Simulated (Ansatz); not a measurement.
**C2H3FOS: rotation by 120° about the C2–C3 bond**

Aim: the minimum-energy path and barrier of the rotation by 120° about the C2–C3 bond. The ends are relaxed first, then joined by a nudged elastic band. SMILES of the start: O=CC(F)S.

Program: Ansatz 0.2.0. Level of theory: RKS PBE-D4/def2-SVP. These are calculated values, not measurements.

**1. Starting point**

Bond lengths: O1–C2 1.173 Å, C2–C3 1.503 Å, C3–F4 1.334 Å, C3–S5 1.804 Å, C2–H6 1.110 Å, C3–H7 1.154 Å, S5–H8 1.315 Å. Angles: O1–C2–C3 124.5°, O1–C2–H6 120.0°, C3–C2–H6 115.4°, C2–C3–F4 111.8°, C2–C3–S5 114.3°, C2–C3–H7 107.0°, F4–C3–S5 111.5°, F4–C3–H7 102.4°, S5–C3–H7 109.0°, C3–S5–H8 93.4°.

As a file:

```xyz
8

O    -0.5508    1.6513   -0.4113
C    -0.0863    0.9398    0.3971
C     0.3999   -0.4556    0.1237
F     0.0600   -1.2999    1.0994
S    -0.0617   -1.0992   -1.4968
H     0.0806    1.3091    1.4304
H     1.5508   -0.4348    0.2048
H    -1.3004   -0.6678   -1.4031
```

**2. End point A**

The input, input.yaml:

```yaml
crystal:
  periodic: [false, false, false]
  atoms:
    - { symbol: O, position_ang: [-0.5508, 1.6513, -0.4113] }
    - { symbol: C, position_ang: [-0.0863, 0.9398, 0.3971] }
    - { symbol: C, position_ang: [0.3999, -0.4556, 0.1237] }
    - { symbol: F, position_ang: [0.06, -1.2999, 1.0994] }
    - { symbol: S, position_ang: [-0.0617, -1.0992, -1.4968] }
    - { symbol: H, position_ang: [0.0806, 1.3091, 1.4304] }
    - { symbol: H, position_ang: [1.5508, -0.4348, 0.2048] }
    - { symbol: H, position_ang: [-1.3004, -0.6678, -1.4031] }
basis:
  gaussian: { orbitals: def2-SVP }
hamiltonian:
  xc: pbe
  dispersion: d4
relax:
  f_tol: 0.015
  max_steps: 40
```

The run is started by

```bash
> ansatz run input.yaml --threads 1 --pin off --max-ram 2048MiB --backend cpu --events-out ev --progress --plain --runs-dir out
```

What it wrote (excerpt; [...] marks lines left out):

```text
Warning: RAYON_NUM_THREADS=1 ignored (pool sized by the plan → 1); use --threads N
[...]
Functional definition: PBE
[...]
986 factors; their error is unknown
[...]
mean field -17700.39672794 eV, -650.4775819920 hartree, gradient 1.3e-5 eV, S^2 0.000000; 0 other end points of the search recorded, 0 dependent functions left out
[...]
reference -17700.39675103 eV, -650.4775828407 hartree; 24, 24 occupied and 65, 65 virtual orbitals, 986 factors
relax step   1: F+E_penalty+E_count = -17700.55894726 eV  Δ(F+E_penalty+E_count) = +0.000e0 eV  max|allowed force component| = 2.622e0 eV/Å  Δτ_max = 0.0000 Å  (28 SCF iters, accepted)
[...]
relax step   4: F+E_penalty+E_count = -17700.84090149 eV  Δ(F+E_penalty+E_count) = -4.800e-2 eV  max|allowed force component| = 4.920e-1 eV/Å  Δτ_max = 0.0454 Å  (30 SCF iters, accepted)
[...]
relax step   7: F+E_penalty+E_count = -17700.85306837 eV  Δ(F+E_penalty+E_count) = -1.933e-3 eV  max|allowed force component| = 7.402e-2 eV/Å  Δτ_max = 0.0421 Å  (30 SCF iters, accepted)
[...]
relax step  10: F+E_penalty+E_count = -17700.85865781 eV  Δ(F+E_penalty+E_count) = -3.488e-3 eV  max|allowed force component| = 1.163e-1 eV/Å  Δτ_max = 0.0951 Å  (30 SCF iters, accepted)
[...]
relax step  13: F+E_penalty+E_count = -17700.86061623 eV  Δ(F+E_penalty+E_count) = -3.558e-4 eV  max|allowed force component| = 5.831e-2 eV/Å  Δτ_max = 0.0254 Å  (30 SCF iters, accepted)
[...]
relax step  14: F+E_penalty+E_count = -17700.86070671 eV  Δ(F+E_penalty+E_count) = -9.049e-5 eV  max|allowed force component| = 4.421e-2 eV/Å  Δτ_max = 0.0035 Å  (32 SCF iters, accepted)
[...]
relax step  15: F+E_penalty+E_count = -17700.86077821 eV  Δ(F+E_penalty+E_count) = -7.150e-5 eV  max|allowed force component| = 1.226e-2 eV/Å  Δτ_max = 0.0073 Å  (31 SCF iters, accepted)
986 factors; their error is unknown
[...]
mean field -17700.69904786 eV, -650.4886920443 hartree, gradient 2.6e-5 eV, S^2 0.000000; 1 other end points of the search recorded, 0 dependent functions left out
[...]
reference -17700.69907062 eV, -650.4886928806 hartree; 24, 24 occupied and 65, 65 virtual orbitals, 986 factors
Total energy: -17700.86080097 eV, -650.4946363611 hartree
Atom 0 at    -0.850113     1.513642    -0.352559 Å, force     0.008684    -0.008924     0.009144 eV/Å
Atom 1 at    -0.097730     0.914019     0.380387 Å, force    -0.006091     0.012256    -0.000890 eV/Å
Atom 2 at     0.448114    -0.505533     0.132922 Å, force     0.002364    -0.002841    -0.010091 eV/Å
Atom 3 at     0.013682    -1.233785     1.244709 Å, force    -0.005153     0.000366    -0.001963 eV/Å
Atom 4 at    -0.057429    -1.194711    -1.452132 Å, force     0.006118    -0.007083     0.002937 eV/Å
Atom 5 at     0.231244     1.329997     1.376442 Å, force    -0.000180     0.000608    -0.000646 eV/Å
Atom 6 at     1.561200    -0.494020     0.160114 Å, force    -0.001811     0.003105    -0.000193 eV/Å
Atom 7 at    -1.156868    -0.386709    -1.545684 Å, force    -0.003931     0.002514     0.001701 eV/Å
Dipole moment:     0.242602     0.135560     0.124285 e Å
```

It took 31 s on 1 thread of Intel Xeon Platinum 8488C (Sapphire Rapids), shared host; peak memory 0.17 GiB.

Step by step:

```tsv
step	energy from step 1 (eV)	largest force component (eV/Å)
1	0.0000	2.6216
2	-0.2339	1.1946
3x	-0.2322	1.3327
4	-0.2820	0.4920
5	-0.2892	0.2020
6	-0.2922	0.0636
7	-0.2941	0.0740
8	-0.2962	0.0891
9x	-0.2910	0.6168
10	-0.2997	0.1163
11x	-0.2901	0.7678
12	-0.3013	0.0317
13	-0.3017	0.0583
14	-0.3018	0.0442
15	-0.3018	0.0123
```

Step 1 is the start. 3 steps were tried and not accepted (marked x).

After: Bond lengths: O1–C2 1.209 Å, C2–C3 1.541 Å, C3–F4 1.398 Å, C3–S5 1.801 Å, C2–H6 1.128 Å, C3–H7 1.113 Å, S5–H8 1.368 Å. Angles: O1–C2–C3 125.4°, O1–C2–H6 122.2°, C3–C2–H6 112.2°, C2–C3–F4 104.0°, C2–C3–S5 113.2°, C2–C3–H7 109.9°, F4–C3–S5 114.4°, F4–C3–H7 107.3°, S5–C3–H7 107.8°, C3–S5–H8 93.4°.

**3. End point B**

The second end starts from a geometry with the move made by hand.

The input, input.yaml:

```yaml
crystal:
  periodic: [false, false, false]
  atoms:
    - { symbol: O, position_ang: [-0.5508, 1.6513, -0.4113] }
    - { symbol: C, position_ang: [-0.0863, 0.9398, 0.3971] }
    - { symbol: C, position_ang: [0.3999, -0.4556, 0.1237] }
    - { symbol: F, position_ang: [-0.10684, -0.94483, -1.00954] }
    - { symbol: S, position_ang: [2.19306, -0.64203, 0.17963] }
    - { symbol: H, position_ang: [0.0806, 1.3091, 1.4304] }
    - { symbol: H, position_ang: [-0.07331, -1.14124, 0.92216] }
    - { symbol: H, position_ang: [2.40786, 0.45107, -0.51912] }
basis:
  gaussian: { orbitals: def2-SVP }
hamiltonian:
  xc: pbe
  dispersion: d4
relax:
  f_tol: 0.015
  max_steps: 40
```

The run is started by

```bash
> ansatz run input.yaml --threads 1 --pin off --max-ram 2048MiB --backend cpu --events-out ev --progress --plain --runs-dir out
```

What it wrote (excerpt; [...] marks lines left out):

```text
Warning: RAYON_NUM_THREADS=1 ignored (pool sized by the plan → 1); use --threads N
[...]
Functional definition: PBE
[...]
986 factors; their error is unknown
[...]
mean field -17700.43941228 eV, -650.4791506124 hartree, gradient 1.0e-5 eV, S^2 0.000000; 0 other end points of the search recorded, 0 dependent functions left out
[...]
reference -17700.43943512 eV, -650.4791514519 hartree; 24, 24 occupied and 65, 65 virtual orbitals, 986 factors
relax step   1: F+E_penalty+E_count = -17700.59939409 eV  Δ(F+E_penalty+E_count) = +0.000e0 eV  max|allowed force component| = 2.830e0 eV/Å  Δτ_max = 0.0000 Å  (29 SCF iters, accepted)
[...]
relax step   3: F+E_penalty+E_count = -17700.85252310 eV  Δ(F+E_penalty+E_count) = -6.250e-4 eV  max|allowed force component| = 1.508e0 eV/Å  Δτ_max = 0.1112 Å  (37 SCF iters, accepted)
[...]
reference -17700.74700750 eV, -650.4904545282 hartree; 24, 24 occupied and 65, 65 virtual orbitals, 986 factors
Total energy: -17700.90802373 eV, -650.4963717656 hartree
Atom 0 at    -0.439961     1.703132    -0.463421 Å, force     0.001000    -0.006526     0.004466 eV/Å
Atom 1 at    -0.076120     0.942312     0.404927 Å, force     0.008414     0.000845     0.004319 eV/Å
Atom 2 at     0.339721    -0.502062     0.140305 Å, force    -0.005703    -0.008643     0.004617 eV/Å
Atom 3 at    -0.125786    -0.940572    -1.064032 Å, force     0.002143    -0.008202    -0.013172 eV/Å
Atom 4 at     2.168144    -0.549277     0.282192 Å, force     0.001344     0.010828    -0.007213 eV/Å
Atom 5 at     0.039623     1.243751     1.489179 Å, force    -0.002436     0.005318     0.005908 eV/Å
Atom 6 at    -0.013502    -1.168227     0.961999 Å, force    -0.002808     0.012821    -0.002970 eV/Å
Atom 7 at     2.372050     0.438512    -0.638119 Å, force    -0.001955    -0.006442     0.004045 eV/Å
Dipole moment:     0.155880    -0.139335     0.375314 e Å
```

It took 20 s on 1 thread of Intel Xeon Platinum 8488C (Sapphire Rapids), shared host; peak memory 0.17 GiB.

Step by step:

```tsv
step	energy from step 1 (eV)	largest force component (eV/Å)
1	0.0000	2.8299
2	-0.2525	0.8542
3	-0.2531	1.5077
4	-0.2913	0.7098
5	-0.3071	0.0926
6	-0.3080	0.0436
7	-0.3083	0.0207
8	-0.3085	0.0262
9	-0.3086	0.0132
```

Step 1 is the start.

After: Bond lengths: O1–C2 1.210 Å, C2–C3 1.526 Å, C3–F4 1.364 Å, C3–S5 1.835 Å, C2–H6 1.131 Å, C3–H7 1.115 Å, S5–H8 1.365 Å. Angles: O1–C2–C3 123.5°, O1–C2–H6 123.4°, C3–C2–H6 113.0°, C2–C3–F4 111.4°, C2–C3–S5 106.4°, C2–C3–H7 110.6°, F4–C3–S5 113.6°, F4–C3–H7 110.5°, S5–C3–H7 104.1°, C3–S5–H8 94.5°.

**4. Nudged elastic band**

crystal.atoms is end A as relaxed above, and neb.final_atoms is end B, turned to lie on A. With 7 inner images the band has 9 in all.

The input, input.yaml:

```yaml
crystal:
  periodic: [false, false, false]
  atoms:
    - { symbol: O, position_ang: [-0.850113, 1.513642, -0.352559] }
    - { symbol: C, position_ang: [-0.09773, 0.914019, 0.380387] }
    - { symbol: C, position_ang: [0.448114, -0.505533, 0.132922] }
    - { symbol: F, position_ang: [0.013682, -1.233785, 1.244709] }
    - { symbol: S, position_ang: [-0.057429, -1.194711, -1.452132] }
    - { symbol: H, position_ang: [0.231244, 1.329997, 1.376442] }
    - { symbol: H, position_ang: [1.5612, -0.49402, 0.160114] }
    - { symbol: H, position_ang: [-1.156868, -0.386709, -1.545684] }
basis:
  gaussian: { orbitals: def2-SVP }
hamiltonian:
  xc: pbe
  dispersion: d4
neb:
  order_check: false
  images: 7
  f_tol: 0.05
  max_iterations: 60
  initial_path: idpp
  final_atoms:
    - { symbol: O, position_ang: [-1.1747102, 1.25778586, 0.84592162] }
    - { symbol: C, position_ang: [-0.09015809, 0.93420715, 0.41662087] }
    - { symbol: C, position_ang: [0.35958071, -0.51674162, 0.26949009] }
    - { symbol: F, position_ang: [-0.4000849, -1.35244979, 1.03363367] }
    - { symbol: S, position_ang: [0.29568285, -0.89988725, -1.52344279] }
    - { symbol: H, position_ang: [0.67528553, 1.67479033, 0.03518027] }
    - { symbol: H, position_ang: [1.43872353, -0.6208114, 0.53091613] }
    - { symbol: H, position_ang: [-1.01221943, -0.53399328, -1.66412086] }
```

The run is started by

```bash
> ansatz run input.yaml --threads 1 --pin off --max-ram 2048MiB --backend cpu --events-out ev --progress --plain --runs-dir out
```

What it wrote (excerpt; [...] marks lines left out):

```text
Warning: RAYON_NUM_THREADS=1 ignored (pool sized by the plan → 1); use --threads N
[...]
Functional definition: PBE
[...]
986 factors; their error is unknown
[...]
mean field -17700.69905410 eV, -650.4886922735 hartree, gradient 1.2e-5 eV, S^2 0.000000; 0 other end points of the search recorded, 0 dependent functions left out
[...]
reference -17700.69907675 eV, -650.4886931059 hartree; 24, 24 occupied and 65, 65 virtual orbitals, 986 factors
986 factors; their error is unknown
[...]
mean field -17700.74701826 eV, -650.4904549236 hartree, gradient 1.9e-5 eV, S^2 0.000000; 0 other end points of the search recorded, 0 dependent functions left out
[...]
reference -17700.74704088 eV, -650.4904557552 hartree; 24, 24 occupied and 65, 65 virtual orbitals, 986 factors
NEB end point (image 0): max|allowed force component| = 1.235e-2 eV/Å (the criterion of neb.relax_end_points is 1.000e-2)
[...]
NEB iter   7: max|band force component| = 4.274e-2 eV/Å  barrier→ = 0.0416 eV  barrier← = 0.0889 eV  CI = image 4  Δτ_max = 0.0000 Å  (416 SCF iters)
Total energy: -17700.81916430 eV, -650.4931062420 hartree
Atom 0 at    -1.157574     1.325393     0.025942 Å, force    -0.000108    -0.002427     0.005959 eV/Å
Atom 1 at    -0.091338     0.912272     0.426979 Å, force    -0.001173    -0.000105    -0.006088 eV/Å
Atom 2 at     0.377775    -0.539600     0.201350 Å, force     0.008051     0.001141    -0.005541 eV/Å
Atom 3 at    -0.403337    -1.348610     1.014241 Å, force    -0.006536    -0.004889    -0.000218 eV/Å
Atom 4 at     0.262342    -0.959130    -1.555567 Å, force    -0.000485     0.006505     0.009325 eV/Å
Atom 5 at     0.612870     1.562323     1.024643 Å, force     0.002607     0.001053    -0.004319 eV/Å
Atom 6 at     1.442999    -0.667534     0.491180 Å, force    -0.001355     0.000104     0.003475 eV/Å
Atom 7 at    -0.951636    -0.342215    -1.684570 Å, force    -0.001001    -0.001383    -0.002593 eV/Å
Dipole moment:     0.370658     0.106395     0.064384 e Å
this run last wrote the band of iteration 7 to <dir>
```

It took 94 s on 1 thread of Intel Xeon Platinum 8488C (Sapphire Rapids), shared host; peak memory 0.15 GiB.

**5. What the band shows**

The 7 inner images lie between the fixed ends 0 and 8. Energy is taken from image 0, and the path length is the program's own coordinate along the band.

```tsv
image	path (Å)	energy (eV)	dihedral O1–C2–C3–S5 (°)	band force (eV/Å)
0	0.000	0.0000	4	-
1	0.267	0.0055	16	0.024
2	0.535	0.0205	28	0.034
3	0.802	0.0362	41	0.043
4*	1.069	0.0416	52	0.009
5	1.376	0.0273	66	0.023
6	1.682	-0.0043	79	0.012
7	1.988	-0.0354	92	0.011
8	2.295	-0.0473	106	-
```

The star marks the climbing image.

image, energy (eV) and a bar:
```
        0      0.000 ################
        1      0.006 ##################
        2      0.021 #######################
        3      0.036 ############################
        4      0.042 ##############################
        5      0.027 #########################
        6     -0.004 ###############
        7     -0.035 ####
        8     -0.047
```

How the highest energy settled:

```tsv
iteration	highest image above image 0 (eV)	largest band force (eV/Å)
1	0.1743	1.480
2	0.0619	0.717
3	0.0813	0.847
4	0.0437	0.306
5	0.0413	0.112
6	0.0415	0.085
7	0.0416	0.043
```

Positions of all images (Å):

```xyz
8
image=0 dE=0.0000
O    -0.850    1.514   -0.353
C    -0.098    0.914    0.380
C     0.448   -0.506    0.133
F     0.014   -1.234    1.245
S    -0.057   -1.195   -1.452
H     0.231    1.330    1.376
H     1.561   -0.494    0.160
H    -1.157   -0.387   -1.546
8
image=1 dE=0.0055
O    -0.944    1.459   -0.275
C    -0.090    0.915    0.388
C     0.438   -0.513    0.140
F    -0.107   -1.248    1.200
S     0.018   -1.145   -1.491
H     0.341    1.395    1.314
H     1.545   -0.547    0.245
H    -1.109   -0.373   -1.576
8
image=2 dE=0.0205
O    -1.026    1.408   -0.185
C    -0.087    0.916    0.399
C     0.423   -0.521    0.155
F    -0.216   -1.275    1.145
S     0.098   -1.088   -1.523
H     0.443    1.460    1.234
H     1.518   -0.593    0.329
H    -1.061   -0.365   -1.610
8
image=3 dE=0.0362
O    -1.096    1.364   -0.086
C    -0.087    0.915    0.413
C     0.402   -0.530    0.177
F    -0.314   -1.311    1.082
S     0.180   -1.026   -1.544
H     0.535    1.518    1.136
H     1.483   -0.632    0.412
H    -1.009   -0.356   -1.646
8
image=4 dE=0.0416
O    -1.158    1.325    0.026
C    -0.091    0.912    0.427
C     0.378   -0.540    0.201
F    -0.403   -1.349    1.014
S     0.262   -0.959   -1.556
H     0.613    1.562    1.025
H     1.443   -0.668    0.491
H    -0.952   -0.342   -1.685
8
image=5 dE=0.0273
O    -1.215    1.292    0.170
C    -0.099    0.906    0.442
C     0.348   -0.550    0.232
F    -0.491   -1.386    0.937
S     0.352   -0.882   -1.557
H     0.687    1.594    0.875
H     1.395   -0.702    0.573
H    -0.885   -0.328   -1.729
8
image=6 dE=-0.0043
O    -1.255    1.271    0.331
C    -0.109    0.898    0.458
C     0.317   -0.559    0.257
F    -0.570   -1.412    0.863
S     0.439   -0.813   -1.548
H     0.737    1.604    0.713
H     1.344   -0.736    0.648
H    -0.811   -0.310   -1.777
8
image=7 dE=-0.0354
O    -1.275    1.258    0.511
C    -0.121    0.891    0.477
C     0.287   -0.567    0.272
F    -0.641   -1.425    0.791
S     0.521   -0.760   -1.535
H     0.756    1.601    0.550
H     1.291   -0.767    0.711
H    -0.725   -0.288   -1.834
8
image=8 dE=-0.0473
O    -1.186    1.284    0.789
C    -0.080    0.910    0.469
C     0.289   -0.558    0.271
F    -0.613   -1.383    0.876
S     0.423   -0.818   -1.540
H     0.773    1.615    0.237
H     1.318   -0.758    0.651
H    -0.831   -0.349   -1.808
```

**6. Vibrations at the top**

The geometry is the highest inner image of the first converged band.

The input, input.yaml:

```yaml
crystal:
  periodic: [false, false, false]
  atoms:
    - { symbol: O, position_ang: [-1.157574, 1.325393, 0.025942] }
    - { symbol: C, position_ang: [-0.091338, 0.912272, 0.426979] }
    - { symbol: C, position_ang: [0.377775, -0.5396, 0.20135] }
    - { symbol: F, position_ang: [-0.403337, -1.34861, 1.014241] }
    - { symbol: S, position_ang: [0.262342, -0.95913, -1.555567] }
    - { symbol: H, position_ang: [0.61287, 1.562323, 1.024643] }
    - { symbol: H, position_ang: [1.442999, -0.667534, 0.49118] }
    - { symbol: H, position_ang: [-0.951636, -0.342215, -1.68457] }
basis:
  gaussian: { orbitals: def2-SVP }
hamiltonian:
  xc: pbe
  dispersion: d4
phonons: {}
```

The run is started by

```bash
> ansatz run input.yaml --threads 1 --pin off --max-ram 2048MiB --backend cpu --events-out ev --progress --plain --runs-dir out
```

What it wrote (excerpt; [...] marks lines left out):

```text
Warning: RAYON_NUM_THREADS=1 ignored (pool sized by the plan → 1); use --threads N
[...]
Functional definition: PBE
[...]
986 factors; their error is unknown
[...]
mean field -17700.65640502 eV, -650.4871249485 hartree, gradient 1.0e-5 eV, S^2 0.000000; 0 other end points of the search recorded, 0 dependent functions left out
[...]
reference -17700.65642652 eV, -650.4871257387 hartree; 24, 24 occupied and 65, 65 virtual orbitals, 986 factors
[...]
986 factors; their error is unknown
mean field -17700.65618537 eV, -650.4871168767 hartree, gradient 2.5e-6 eV, S^2 0.000000; 0 other end points of the search recorded, 0 dependent functions left out
[...]
reference -17700.65620688 eV, -650.4871176670 hartree; 24, 24 occupied and 65, 65 virtual orbitals, 986 factors
[...]
986 factors; their error is unknown
[...]
mean field -17700.65622333 eV, -650.4871182716 hartree, gradient 2.5e-6 eV, S^2 0.000000; 0 other end points of the search recorded, 0 dependent functions left out
[...]
WARN: phonons: modes at or below zero, which the zero-point energy, F, S and C_V leave out: 1, the lowest at -127.39 cm⁻¹. A minimum has none, and a first-order saddle one
[...]
Total energy: -17700.81917084 eV, -650.4931064823 hartree
Atom 0 at    -1.157574     1.325393     0.025942 Å, force    -0.000084    -0.002434     0.005909 eV/Å
Atom 1 at    -0.091338     0.912272     0.426979 Å, force    -0.001177     0.000111    -0.006086 eV/Å
Atom 2 at     0.377775    -0.539600     0.201350 Å, force     0.008063     0.001208    -0.005634 eV/Å
Atom 3 at    -0.403337    -1.348610     1.014241 Å, force    -0.006597    -0.005083     0.000030 eV/Å
Atom 4 at     0.262342    -0.959130    -1.555567 Å, force    -0.000433     0.006554     0.009247 eV/Å
Atom 5 at     0.612870     1.562323     1.024643 Å, force     0.002610     0.000935    -0.004311 eV/Å
Atom 6 at     1.442999    -0.667534     0.491180 Å, force    -0.001356     0.000115     0.003460 eV/Å
Atom 7 at    -0.951636    -0.342215    -1.684570 Å, force    -0.001026    -0.001406    -0.002614 eV/Å
Dipole moment:     0.370659     0.106396     0.064387 e Å
Vibrations: -127.39 226.66 264.99 351.25 418.88 634.77 695.37 873.20 930.29 974.25 1035.40 1235.67 1286.28 1346.73 1788.69 2569.41 2831.90 3007.77 cm⁻¹, zero-point energy 1.269071 eV
```

It took 51 s on 1 thread of Intel Xeon Platinum 8488C (Sapphire Rapids), shared host; peak memory 0.15 GiB.

Of 18 modes, 1 is imaginary by more than 30 cm⁻¹ (127i cm⁻¹).

**7. What came out**

| quantity | value |
| --- | --- |
| end A | 11 moves, 0.302 eV lower |
| end B | 8 moves, 0.309 eV lower |
| barrier forwards | 0.042 eV |
| barrier backwards | 0.089 eV |
| second end relative to first | -0.047 eV |
| highest image | 4 of 0 to 8, climbing |
| band iterations | 7 |
| imaginary modes at the top | 127i cm⁻¹ |

**Reading.** The top lies 0.042 eV above the first end, or 1.6 kT at room temperature. The second end lies 0.047 eV below the first, so the way back costs 0.089 eV. The listed dihedral goes from 4° at end A through 52° at the highest image to 106° at end B; the relaxed ends differ by 102° in it rather than the 120° set up, and other torsions can move along the band as well. One imaginary mode, as a first-order saddle point has. These are electronic energies, with no zero-point or thermal terms.
